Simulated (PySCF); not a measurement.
H4N2. Atoms are numbered in the order given.

```xyz
6

N      0.7083     0.0978     0.0736
N     -0.7083    -0.0978     0.0736
H      1.1441    -0.7816     0.3186
H      1.0600     0.3861    -0.8341
H     -1.1441     0.7816     0.3186
H     -1.0600    -0.3861    -0.8341
```
Charge 0, spin multiplicity 1.

Coordinates come from a B3LYP-D3(BJ)/def2-TZVP optimisation.

Level of theory: B3LYP-D3(BJ)/def2-TZVP (PySCF).

Frequencies are harmonic and unscaled.

```csv
mode,ν (cm⁻¹),IR (km/mol),Raman (Å⁴/amu),depolarisation,moving atoms (share of kinetic energy)
1,450,39.3,1.9,0.66,H 96 %
2,799,77.6,2.1,0.17,"H 54 %, N 46 %"
3,975,151.4,0.5,0.75,"H 84 %, N 16 %"
4,1115,12.4,9.8,0.32,"N 57 %, H 43 %"
5,1297,4.6,4.6,0.75,"H 85 %, N 15 %"
6,1326,3.1,4.0,0.45,"H 81 %, N 19 %"
7,1677,14.9,8.2,0.75,"H 92 %, N 8 %"
8,1691,12.8,10.2,0.52,H 96 %
9,3444,16.7,76.4,0.75,H 95 %
10,3453,2.1,187.2,0.01,H 96 %
11,3548,0.4,101.7,0.66,"H 92 %, N 8 %"
12,3554,2.1,23.2,0.75,"H 92 %, N 8 %"
```
